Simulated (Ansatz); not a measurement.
# C₂H₂FN: one species, many methods

The task here is to estimate one member of a computed series from the others.

Program: Ansatz 0.2.0, Gaussian basis. Level of theory: functionals in def2-TZVPP, the program's frozen cores in correlated methods. These are calculated values, not measurements.

The runs, in order: LDA (SPW92), PBE-D4, revPBE-D4, BLYP-D4, r2SCAN-D4, B97M-V, PBE0-D4, B3LYP-D4, r2SCANh-D4, r2SCAN0-D4, HSE06-D4, BHLYP-D4, CAM-B3LYP-D4, LC-ωPBE, ωB97X-V, ωB97M-V, B2PLYP, PBE-QIDH; CCSD(T)/def2-SVP; CCSD(T)/def2-TZVPP; MP2/def2-QZVPP; extrapolation to the limit; RPA on PBE.

### Structure used throughout

All runs share one geometry, relaxed beforehand with PBE0-D4 in a triple-zeta def2 set.

6 atoms, charge 0, spin multiplicity 1.

Atoms are counted from 1 here; the program's logs count them from 0.

Bond lengths: F1–C2 1.294 Å, C2–C3 1.267 Å, C2–N4 1.409 Å, C3–N4 1.614 Å, C3–H5 1.070 Å, N4–H6 1.024 Å. Angles: F1–C2–C3 151.2°, F1–C2–N4 134.6°, C3–C2–N4 74.0°, C2–C3–N4 57.0°, C2–C3–H5 161.6°, N4–C3–H5 135.8°, C2–N4–C3 49.0°, C2–N4–H6 109.2°, C3–N4–H6 107.7°.

Set-up of the first run:

The input, in.yaml:

```yaml
crystal:
  periodic: [false, false, false]
  atoms:
    - {symbol: F, position_ang: [-0.199784, -1.641975, 1.023209]}
    - {symbol: C, position_ang: [-0.052386, -0.592945, 0.279412]}
    - {symbol: C, position_ang: [0.550082, 0.044624, -0.635081]}
    - {symbol: N, position_ang: [-0.804661, 0.577914, 0.061877]}
    - {symbol: H, position_ang: [1.089289, 0.266007, -1.532175]}
    - {symbol: H, position_ang: [-0.540539, 1.282273, 0.756658]}
basis:
  gaussian: {orbitals: def2-TZVPP}
hamiltonian: {xc: lda}
output: {orbitals: {seedname: orbitals}}
```

Launch:

```
> ansatz run in.yaml --threads 2 --pin off --events-out ev --progress --plain --max-ram 4352MiB
```

Among the steps run: LDA; PBE-D4 (GGA); revPBE-D4 (GGA); BLYP-D4 (GGA); r2SCAN-D4 (meta-GGA); B97M-V (meta-GGA); PBE0-D4 (hybrid); B3LYP-D4 (hybrid); r2SCANh-D4 (hybrid); r2SCAN0-D4 (hybrid); HSE06-D4 (hybrid); BHLYP-D4 (hybrid); CAM-B3LYP-D4 (range-separated); LC-ωPBE (range-separated); ωB97X-V (range-separated); ωB97M-V (range-separated); B2PLYP (double hybrid); PBE-QIDH (double hybrid).

One table of the session follows, with a row left open; its other results are not shown here.

It belongs to the step «Frontier levels by functional». 

```
  functional  HOMO (eV)  gap (eV)
 LDA (SPW92)      -5.26      4.09
      PBE-D4      -5.11      4.21
   revPBE-D4      -5.06      4.25
     BLYP-D4      -5.02      4.19
   r2SCAN-D4      -5.32      4.70
      B97M-V      -5.41      4.87
     PBE0-D4      -6.45      6.59
    B3LYP-D4      -6.25      6.09
  r2SCANh-D4      -5.83      5.59
  r2SCAN0-D4      -6.58      6.91
    HSE06-D4      -6.04      5.80
    BHLYP-D4      -7.68      8.88
CAM-B3LYP-D4      -7.88      9.12
     LC-ωPBE      -9.24     11.76
     ωB97X-V      -8.85     11.29
     ωB97M-V          ?         ?
```

**Question.** Estimate the row for ωB97M-V.

The run gave: HOMO (eV): -8.76; gap (eV): 11.03. In the column «HOMO (eV)» it lies between ωB97X-V (-8.85) and CAM-B3LYP-D4 (-7.88).
